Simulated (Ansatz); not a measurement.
Write a Python script for Ansatz 0.2.0, Python API that makes the energy of protonation at one site of HLiS, SMILES [Li][SH]. Level of theory (for the species named): Hartree-Fock, def2-SVP basis, multiplicity 1.

```
atom    x (Å)    y (Å)    z (Å)
  Li   1.1283  -1.1527   0.4839
   S  -0.7787  -0.0973  -0.4338
   H  -0.3605   1.1852  -0.0634
```

The script, `run_pa.py`:
```python
"""Proton affinity of HLiS at one site."""

import ansatz as az
from ase import Atoms
import numpy as np

BASIS_SET = "def2-SVP"
FUNCTIONAL = "hf"
NET_CHARGE = 1
FORCE_TOL = 0.01

atoms = Atoms(["Li", "S", "H"], positions=[
    (1.1283, -1.1527, 0.4839),
    (-0.7787, -0.0973, -0.4338),
    (-0.3605, 1.1852, -0.0634),
])
system = az.Crystal.molecule_from_ase(atoms)

job = system.calculation()
job = job.basis(gaussian=BASIS_SET)
job = job.functional(FUNCTIONAL)
symbols = [site.symbol for site in system.cartesian_sites]
start = np.array([site.position_ang for site in system.cartesian_sites], dtype=float)
r = job.relax(force_tolerance=0.01, max_steps=100).run(threads=1, backend="cpu").report
end = np.array(r["positions_ang"])

# put the proton on the side away from the neighbours, slightly off axis
away = sum((end[1] - end[j]) / np.linalg.norm(end[1] - end[j]) for j in [0, 2]) + np.array([0.15, 0.1, -0.2])
proton = end[1] + 1.4 * away / np.linalg.norm(away)
acid = az.Crystal.molecule()
for symbol, place in zip(symbols, end):
    acid = acid.atom(symbol, place.tolist())
acid = acid.atom("H", proton.tolist())
protonated = (
    acid.calculation()
    .basis(gaussian=BASIS_SET)
    .functional(FUNCTIONAL)
    .charge(NET_CHARGE)  # electrons removed from the neutral system
    .relax(force_tolerance=FORCE_TOL, max_steps=80)  # relax until the tolerances are met
)
after = protonated.run(threads=1, backend="cpu").report
xyz = np.array(after["positions_ang"])
reach = np.linalg.norm(xyz[:-1] - xyz[-1], axis=1)
print(f"base {r['free_energy_ev']:.5f} eV, protonated {after['free_energy_ev']:.5f} eV")
print(f"the proton ends {reach.min():.3f} A from {symbols[reach.argmin()]}{reach.argmin()}")
print(f"electronic proton affinity {(r['free_energy_ev'] - after['free_energy_ev']):.3f} eV")
```

`python run_pa.py` gives:
```text
base -11033.32987 eV, protonated -11043.42710 eV
the proton ends 1.337 A from S1
electronic proton affinity 10.097 eV
```

Caveats:
- Total energies depend on the basis set; only differences at equal settings carry meaning.
- The proton is put on one chosen atom, which needn't be the most basic site, so the molecule's proton affinity can be higher; the ends are stationary points, not checked by frequencies, and zero-point and thermal terms count only where printed.
- Hartree-Fock leaves correlation out, so bond, atomisation and ionisation energies come out well too low.
- Wall time of the script: 4 s on 1 thread of Arm Neoverse V1 (shared host), peak memory 0.17 GiB.

(A comment or docstring line of the script was reworded after the run, the code is as it ran.)
